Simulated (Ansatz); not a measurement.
`[NH2][MgH]` + Cl• → `[NH2][Mg]`• + HCl  (hydrogen abstraction from a Mg–H bond)

Isolated molecules relaxed with PBE0-D4/def2-TZVP in Ansatz; ΔE leaves out vibrations. CCSD(T)/CBS adds triple-zeta CCSD(T) − MP2 to the extrapolated MP2 energy (def2 sets, frozen cores). This one scheme is used for every species, atoms too. Functionals use def2-TZVPP. No spin–orbit coupling; open shells (•) take unrestricted orbitals. Spin–orbit coupling would lower the free atoms: a little for Cl. For Mg outer-core shells are correlated without core-valence functions, so the limit isn't a true one: a few kJ/mol of doubt a bond, and 10 to 20 or more in all where bonds break to atoms.

**Question.** Is it downhill or uphill in electronic energy at CCSD(T)/CBS, and by how much? (Estimate.)

**Answer.** The calculation gave: Downhill: ΔE = -133.8 kJ/mol.

**Question.** What do these levels give: r2SCAN-D4, B97M-V, r2SCANh-D4, ωB97X-V, ωB97M-V, r2SCAN, PBE0, LC-ωPBE, MP2/def2-QZVPP, SCS-MP2/def2-QZVPP, HF/CBS(def2), CCSD/CBS(def2)? (Best estimate.)

**Answer.** Computed: r2SCAN-D4 -153.2, B97M-V -126.1, r2SCANh-D4 -150.4, ωB97X-V -133.7, ωB97M-V -132.5, r2SCAN -153.1, PBE0 -152.1, LC-ωPBE -138.9, MP2/def2-QZVPP -156.5, SCS-MP2/def2-QZVPP -140.5, HF/CBS(def2) -108.5, CCSD/CBS(def2) -128.0 kJ/mol.

Largest T1 diagnostic among the species: 0.011.

At CCSD(T), def2-SVP lies +11.9 kJ/mol from the extrapolated value and def2-TZVPP −3.1 kJ/mol. In def2-TZVPP, CCSD(T) changes the Hartree–Fock value by −30.3 kJ/mol (the triples alone add −5.8 kJ/mol) and MP2 by −51.1 kJ/mol. Leaving LDA and LC-ωPBE aside and taking each functional with its dispersion term where it has one, the values, not all of them listed here, spread over 33.6 kJ/mol, from PBE-D4 to BHLYP-D4. LDA lies −29.3 kJ/mol from PBE without D4.
